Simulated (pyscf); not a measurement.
silanol (HO–SiH₃) + silanol (HO–SiH₃) → HO–SiH₂–SiH₂–OH + hydrogen (H₂) (four-centre exchange; singlet surface; H–Si, H–Si broken, Si–Si, H–H formed). Optimised with ωB97X-D3(BJ)/def2-SVP in PySCF. Energies in kcal/mol from the separated reactants.

```json
[
 {"level": "PBE/def2-TZVP", "barrier": "46.7", "reaction energy": "+5.5"},
 {"level": "B3LYP-D3(BJ)/def2-TZVP", "barrier": "[?]", "reaction energy": "+7.4"},
 {"level": "PBE0-D3(BJ)/def2-TZVP", "barrier": "50.8", "reaction energy": "+5.8"},
 {"level": "M06-2X/def2-TZVP", "barrier": "[?]", "reaction energy": "[?]"},
 {"level": "ωB97M-D3(BJ)/def2-TZVP", "barrier": "59.0", "reaction energy": "+9.3"},
 {"level": "HF/def2-TZVP", "barrier": "91.0", "reaction energy": "+15.2"}
]
```

Question: What belongs in the gaps?

Answer: 
- B3LYP-D3(BJ)/def2-TZVP, barrier: 58.4
- M06-2X/def2-TZVP, barrier: 60.7
- M06-2X/def2-TZVP, reaction energy: +7.8

The functionals in the table span 14.0 kcal/mol in this barrier, from PBE to M06-2X. At the saddle there is also a short H–Si contact that neither side keeps. HO–SiH₂–SiH₂–OH lies 36.0 kcal/mol over its isomer HO–SiH₂–O–SiH₃ (electronic energy, ωB97M-D3(BJ)/def2-TZVP). This is the saddle that the search found; another between the same sides may lie lower.
